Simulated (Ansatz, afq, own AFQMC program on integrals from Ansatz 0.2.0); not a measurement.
Two steps: Ansatz 0.2.0 writes the Fock matrix and Cholesky factors of the valence space, and afq projects on them the lowest state that overlaps trial and start.

```yaml
crystal:
  periodic: [false, false, false]
  atoms:
    - {symbol: S, position_ang: [0.000000, -0.039104, 0.000000]}
    - {symbol: H, position_ang: [0.000000, 1.318376, 0.000000]}
    - {symbol: H, position_ang: [0.000000, -0.037193, 1.520127]}
    - {symbol: H, position_ang: [0.000000, -0.037193, -1.520127]}
basis:
  gaussian: {orbitals: 6-31G}
total_charge: 1
magnetization: {spin_polarized: true, initial_magnetization: 2}
correlation: {method: ccsd_t, electrons: outside_noble_gas, hamiltonian_folder: ham}
```

```sh
$ ansatz run in.yaml --threads 1 --pin off --events-out ev --progress --plain --max-ram 24576MiB --backend cuda --devices 0, --max-vram 18GiB
```

afq runs on the folder ham with

```
--method phaseless --trial hf --walkers 4000 --populations 20 --least-time 40 --time-step 0.005 --steps-per-block 20 --equilibration-blocks 112 --max-blocks 4000 --target-error 0.0008500 --factor-cut 1e-05 --start spin_pure --seed 3352 --taylor-order 6
```

Times are imaginary, in 1/Eh. The walk had a cap of 49 s. With eight or more populations the least sampling time is a fifth of least-time, and the error comes from their spread.

Output of the walk:

```
orbitals 14  electrons 5 3  factors 84 of 236
reference energy -398.72044763 Eh
CCSD correlation -0.07238126 Eh in 10 cycles, weight of the determinant in the CISD state 0.9395
energy of the start -398.721434 Eh
 block  time / (1/Eh)  mean weight  energy / Eh
     1     0.100  1.0001  -398.732273
     2     0.200  1.0003  -398.741082
     3     0.300  1.0004  -398.748713
     4     0.400  1.0004  -398.754854
     5     0.500  1.0005  -398.759983
    10     1.000  1.0002  -398.776491
    29     2.900  1.0000  -398.793272
    49     4.900  1.0000  -398.794518
    69     6.900  1.0003  -398.792780
    89     8.900  1.0001  -398.793767
   109    10.900  1.0000  -398.791197
   129    12.900  0.9999  -398.793651
   141    14.100  1.0000  -398.796123
   149    14.900  0.9999  -398.794613
   169    16.900  1.0000  -398.794071
   185    18.500  0.9996  -398.790645
   189    18.900  1.0000  -398.791415
error from the spread of 20 populations
energy -398.793210 +/- 0.000553 Eh
(rows thinned)
```

The run passed its tests (sampling time, drift between the halves within three errors, error under three times the target), which doesn't prove that it has relaxed.

Against this walk (error 15.1 meV) on the same determinant: CCSD(T) 9.2 meV lower (within the noise), full CI 16.7 meV lower (within the noise), a separate phaseless walk with a CISD trial and standard settings 14.8 ± 15.1 meV lower (within the noise). The error is statistical and leaves out the bias of the constraint.

Cautions: constraint bias not in the error; lower spins were not checked.

The walk took 13 s on 1 × NVIDIA H100 80GB HBM3 with 2 threads of AMD EPYC 7R13 Processor (Zen 3) (shared host) (the card was shared). The log's last line is the phaseless energy.

A walk keeps the symmetry of its determinant, which the program's search chose and which needn't be the lowest solution, so a lower state of the same spin and another symmetry isn't excluded.
